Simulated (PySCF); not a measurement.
Process, species as SMILES: FCF + 2 [H][H] (H2) → C (CH4) + 2 F (HF)
B3LYP-D3(BJ)/def2-TZVP geometries, fixed; electronic energies without zero-point terms.

How fast the energy of full hydrogenation converges with the basis for several methods (PySCF): deviation from each method's own reference, in kcal/mol. References: B3LYP -44.17 kcal/mol, the value in pcseg-3; HF -44.34 kcal/mol, the value in pcseg-3; PBE -43.99 kcal/mol, the value in pcseg-3. All functions are spherical. Density fitting with generated auxiliary sets. No added dispersion term, no relativity. 

```json
[
 {"basis": "def2-SVP", "functions": "52", "B3LYP": "12.96", "HF": "…", "PBE": "14.60"},
 {"basis": "6-311G**", "functions": "66", "B3LYP": "6.35", "HF": "…", "PBE": "8.10"},
 {"basis": "6-311+G**", "functions": "78", "B3LYP": "-1.86", "HF": "…", "PBE": "-1.33"},
 {"basis": "cc-pVTZ", "functions": "118", "B3LYP": "4.25", "HF": "…", "PBE": "5.14"},
 {"basis": "def2-TZVPP", "functions": "121", "B3LYP": "1.49", "HF": "…", "PBE": "2.10"},
 {"basis": "def2-TZVPD", "functions": "135", "B3LYP": "1.59", "HF": "…", "PBE": "1.58"},
 {"basis": "jun-cc-pV(T+d)Z", "functions": "145", "B3LYP": "-0.13", "HF": "…", "PBE": "-0.12"},
 {"basis": "def2-TZVPPD", "functions": "151", "B3LYP": "-0.33", "HF": "…", "PBE": "-0.31"},
 {"basis": "aug-pcseg-2", "functions": "184", "B3LYP": "-0.15", "HF": "…", "PBE": "-0.08"},
 {"basis": "aug-cc-pVTZ", "functions": "184", "B3LYP": "0.16", "HF": "…", "PBE": "0.15"},
 {"basis": "def2-QZVP", "functions": "231", "B3LYP": "0.44", "HF": "…", "PBE": "0.65"},
 {"basis": "pcseg-3", "functions": "246", "B3LYP": "0.00", "HF": "…", "PBE": "0.00"}
]
```

**Question.** Some entries are withheld; supply them.

**Answer.** 
- def2-SVP, HF: 2.91
- 6-311G**, HF: 0.33
- 6-311+G**, HF: -3.49
- cc-pVTZ, HF: 1.39
- def2-TZVPP, HF: 0.17
- def2-TZVPD, HF: 1.26
- jun-cc-pV(T+d)Z, HF: -0.32
- def2-TZVPPD, HF: -0.40
- aug-pcseg-2, HF: 0.19
- aug-cc-pVTZ, HF: 0.19
- def2-QZVP, HF: 0.06
- pcseg-3, HF: 0.00

Mean absolute deviation over 6-311G**, 6-311+G**, cc-pVTZ, def2-TZVPP, def2-TZVPD, jun-cc-pV(T+d)Z, def2-TZVPPD, aug-pcseg-2, aug-cc-pVTZ: HF 0.86, B3LYP 1.81, PBE 2.10 kcal/mol.
